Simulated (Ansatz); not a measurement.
Geometry optimisation, RKS PBE0-D4/def2-SVP in Ansatz 0.2.0.

The input (input.yaml):

```yaml
crystal:
  periodic: [false, false, false]
  atoms:
    - { symbol: Si, position_ang: [0.0, 0.0, 0.0] }
    - { symbol: H, position_ang: [0.0, 0.0, 1.81] }
    - { symbol: "N", position_ang: [1.7163, 0.0, -0.6061] }
    - { symbol: H, position_ang: [2.2145, -0.918, -0.7868] }
    - { symbol: H, position_ang: [2.2175, 0.918, -0.7783] }
    - { symbol: H, position_ang: [-0.6877, 1.1914, -0.4862] }
    - { symbol: H, position_ang: [-0.6877, -1.1914, -0.4862] }
    - { symbol: O, position_ang: [-1.879, 0.0, 0.6243] }
    - { symbol: H, position_ang: [-2.4241, -0.6297, 0.053] }
    - { symbol: H, position_ang: [-0.9605, 0.0, 1.7351] }
basis:
  gaussian: { orbitals: def2-SVP }
hamiltonian:
  xc: pbe0
  dispersion: d4
relax:
  f_tol: 0.15
  max_steps: 25
  restrain:
    - { distance: [0, 7], at: 1.68, k: 30.0 }
    - { distance: [9, 1], at: 0.66, k: 30.0 }
    - { distance: [0, 1], at: 2.66, k: 30.0 }
    - { distance: [9, 7], at: 2.21, k: 30.0 }
```

Run as:

```bash
$ ansatz run input.yaml --threads 2 --pin off --max-ram 3072MiB --backend cpu --events-out ev --progress --plain --runs-dir out
```

Problem. Where does it end, and by what steps?

Solution. The run converged. The restraints hold the end off the free minimum. After 21 steps the energy has fallen by 4.062 eV (the restraints' own energy left out); H5 moved furthest, 1.80 Å. Joined: H2–H10 (0.96 → 0.72 Å).

```tsv
step	energy less start (eV)	largest force component (eV/Å)	accepted
0	0.0000	1.901	yes
1	-0.3287	2.172	yes
2	-0.7902	3.251	yes
3	-1.8166	2.628	yes
4	-2.5640	2.101	yes
5	-2.9272	1.430	yes
6	-3.2301	1.144	yes
7	-3.5504	1.135	yes
8	-3.7939	1.058	yes
9	-3.8656	1.457	yes
10	-3.8957	1.611	yes
11	-3.9130	1.552	no
12	-3.9070	1.650	yes
13	-3.9241	1.628	yes
14	-3.9537	1.477	yes
15	-3.9942	1.314	yes
16	-4.0211	1.558	yes
17	-4.0491	1.338	yes
18	-4.0439	1.433	yes
19	-4.0415	1.491	yes
20	-4.0555	1.356	yes
21	-4.0622	1.330	yes
```

```xyz
10
Properties=species:S:1:pos:R:3
Si -0.406 0.042 -0.593
H 0.143 1.238 1.730
N 1.220 -0.385 -0.248
H 1.677 -1.124 -0.767
H 1.717 -0.136 0.596
H -0.633 1.507 -0.646
H -0.647 -0.568 -1.937
O -1.561 -0.509 0.493
H -1.619 -1.465 0.584
H -0.383 0.769 1.867
```

Run time: 47 s on 2 threads of Intel(R) Xeon(R) Platinum 8175M CPU @ 2.50GHz (Skylake/Cascade Lake), with other jobs on the host, peak memory 0.16 GiB.
